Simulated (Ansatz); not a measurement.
A nudged elastic band was laid between two geometries of ClH3Si + H4Si (10 atoms, charge 0, multiplicity 1).

Theory: Ansatz 0.2.0, RKS B3LYP/6-31G*.

- movable images: 7
- climbing image: yes
- spring: 5.0 eV/Å²
- optimiser: quadratic models (default)
- start path: through a guess of the saddle point
- force threshold: 0.05 eV/Å
- iteration limit: 60
- end points: relaxed

Image 0:

```xyz
10
Properties=species:S:1:pos:R:3
Si 1.211 -0.042 -0.195
Cl 2.386 0.091 1.515
H 2.083 0.114 -1.384
H 0.198 1.039 -0.163
H 0.546 -1.365 -0.220
Si -3.760 0.033 1.429
H -3.688 -0.821 0.215
H -4.902 -0.400 2.274
H -3.947 1.451 1.025
H -2.495 -0.099 2.198
```

Image 8:

```xyz
10
Properties=species:S:1:pos:R:3
Si -0.483 0.073 -0.767
Cl 0.217 -0.584 4.213
H 0.489 1.095 -0.292
H -0.786 0.333 -2.200
H 0.141 -1.272 -0.648
Si -2.455 0.171 0.508
H -3.432 -0.866 0.080
H -2.153 -0.071 1.952
H -3.102 1.507 0.408
H -0.802 -0.387 3.441
```

**Question.** Which bonds break or form, and what moves?

**Answer.** Bonds broken: Si1–Cl2, Si6–H10. Bonds formed: Si1–Si6, Cl2–H10. ClH3Si + H4Si becomes ClH + H6Si2.

**Question.** What energy profile does the band end with?

**Answer.** The forces met the threshold. The highest image is number 4 of 0 to 8, 272.0 kJ/mol above the first end and 179.1 kJ/mol above the last; the last end lies 92.9 kJ/mol above the first. Neighbouring images differ by up to 2.5 eV, so the band resolves the path poorly. A vibrational analysis at the climbing image gives one clearly imaginary mode, 873i cm⁻¹: a first-order saddle point. The orbitals stay closed-shell, which can raise the energy where a bond breaks towards radicals; this wasn't checked here.

| image | path coordinate (Å) | energy (kJ/mol) | Si1–Cl2 (Å) | Si6–H10 (Å) | Si1–Si6 (Å) |
| --- | --- | --- | --- | --- | --- |
| 0 | 0.00 | 0.0 | 2.08 | 1.49 | 5.23 |
| 1 | 2.07 | 0.2 | 2.08 | 1.49 | 4.91 |
| 2 | 4.15 | 0.7 | 2.08 | 1.49 | 4.57 |
| 3 | 6.22 | 32.6 | 2.09 | 1.47 | 3.72 |
| 4 | 8.30 | 272.0 | 2.72 | 1.73 | 2.62 |
| 5 | 10.46 | 95.0 | 4.03 | 3.05 | 2.35 |
| 6 | 12.63 | 95.1 | 4.71 | 3.68 | 2.35 |
| 7 | 14.79 | 93.0 | 5.36 | 3.25 | 2.35 |
| 8 | 16.96 | 92.9 | 5.07 | 3.41 | 2.35 |

**Question.** What is the geometry of the highest image?

**Answer.** 
```xyz
10
Properties=species:S:1:pos:R:3:forces:R:3
Si -0.187 -0.201 0.002 -0.02 -0.03 -0.02
Cl 0.287 1.758 1.836 -0.01 0.00 0.00
H 0.848 -0.935 0.747 0.00 0.00 0.00
H 0.149 0.850 -0.971 0.00 0.01 0.01
H -0.972 -1.234 -0.756 0.01 0.00 0.00
Si -2.565 -0.140 1.099 0.01 0.01 0.01
H -3.293 0.124 -0.162 0.00 0.00 0.00
H -2.561 -1.573 1.471 0.00 0.00 0.00
H -3.048 0.714 2.206 0.00 0.00 0.00
H -1.025 0.639 1.223 0.00 0.00 0.01
```

Time of the run: 13 min on 1 thread of Arm Neoverse V1, with other jobs on the host, peak memory 0.14 GiB.
